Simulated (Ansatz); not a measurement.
Geometry optimisation, RKS PBE-D4/def2-SVP in Ansatz 0.2.0.

Input file:

```yaml
crystal:
  periodic: [false, false, false]
  atoms:
    - { symbol: "N", position_ang: [-0.6721, 0.9163, -1.4542] }
    - { symbol: Si, position_ang: [-0.49564, 0.89119, 0.35592] }
    - { symbol: Si, position_ang: [0.63187, -0.98691, 0.80384] }
    - { symbol: H, position_ang: [-1.3002, 0.18607, -1.7694] }
    - { symbol: H, position_ang: [-1.07853, 1.7914, -1.76157] }
    - { symbol: H, position_ang: [0.53837, 2.01038, 0.39365] }
    - { symbol: H, position_ang: [1.8736, -1.75919, 0.44413] }
    - { symbol: H, position_ang: [-0.33695, -2.12829, 0.70046] }
    - { symbol: H, position_ang: [0.83958, -0.92095, 2.28718] }
total_charge: -1
basis:
  gaussian: { orbitals: def2-SVP }
hamiltonian:
  xc: pbe
  dispersion: d4
relax:
  f_tol: 0.015
  max_steps: 40
```

Command:

```bash
$ ansatz run input.yaml --threads 1 --pin off --max-ram 2048MiB --backend cpu --events-out ev --progress --plain --runs-dir out
```

**Question.** Where does it end, and by what steps?

**Answer.** The forces met the threshold. Limits of this set-up: an anion without diffuse functions, the dipole of an ion depends on the origin. After 18 steps the energy has fallen by 0.492 eV; H5 moved furthest, 1.42 Å.

```json
{"step": "0", "energy less start (eV)": "0.0000", "largest force component (eV/Å)": "1.257", "accepted": "yes"}
{"step": "1", "energy less start (eV)": "-0.2655", "largest force component (eV/Å)": "0.618", "accepted": "yes"}
{"step": "2", "energy less start (eV)": "-0.3231", "largest force component (eV/Å)": "0.709", "accepted": "yes"}
{"step": "3", "energy less start (eV)": "-0.3585", "largest force component (eV/Å)": "0.656", "accepted": "yes"}
{"step": "4", "energy less start (eV)": "-0.3657", "largest force component (eV/Å)": "0.251", "accepted": "yes"}
{"step": "5", "energy less start (eV)": "-0.3804", "largest force component (eV/Å)": "0.588", "accepted": "yes"}
{"step": "6", "energy less start (eV)": "-0.4014", "largest force component (eV/Å)": "0.186", "accepted": "yes"}
{"step": "7", "energy less start (eV)": "-0.4176", "largest force component (eV/Å)": "0.207", "accepted": "yes"}
{"step": "8", "energy less start (eV)": "-0.4454", "largest force component (eV/Å)": "0.223", "accepted": "yes"}
{"step": "9", "energy less start (eV)": "-0.4624", "largest force component (eV/Å)": "0.250", "accepted": "yes"}
{"step": "10", "energy less start (eV)": "-0.4755", "largest force component (eV/Å)": "0.370", "accepted": "yes"}
{"step": "11", "energy less start (eV)": "-0.4865", "largest force component (eV/Å)": "0.418", "accepted": "yes"}
{"step": "12", "energy less start (eV)": "-0.4540", "largest force component (eV/Å)": "1.244", "accepted": "no"}
{"step": "13", "energy less start (eV)": "-0.4907", "largest force component (eV/Å)": "0.090", "accepted": "yes"}
{"step": "14", "energy less start (eV)": "-0.4904", "largest force component (eV/Å)": "0.051", "accepted": "no"}
{"step": "15", "energy less start (eV)": "-0.4911", "largest force component (eV/Å)": "0.027", "accepted": "yes"}
{"step": "16", "energy less start (eV)": "-0.4915", "largest force component (eV/Å)": "0.016", "accepted": "yes"}
{"step": "17", "energy less start (eV)": "-0.4915", "largest force component (eV/Å)": "0.020", "accepted": "yes"}
{"step": "18", "energy less start (eV)": "-0.4916", "largest force component (eV/Å)": "0.007", "accepted": "yes"}
```

```xyz
9
Properties=species:S:1:pos:R:3
N -0.959 0.621 -1.421
Si -0.945 0.865 0.421
Si 0.533 -0.958 0.892
H -1.636 1.264 -1.851
H -0.060 0.805 -1.888
H 0.255 1.870 0.653
H 1.794 -1.191 0.039
H -0.097 -2.353 0.846
H 1.115 -0.923 2.309
```

Time of the run: 43 s on 1 thread of Arm Neoverse V1, with other jobs on the host, peak memory 0.11 GiB.
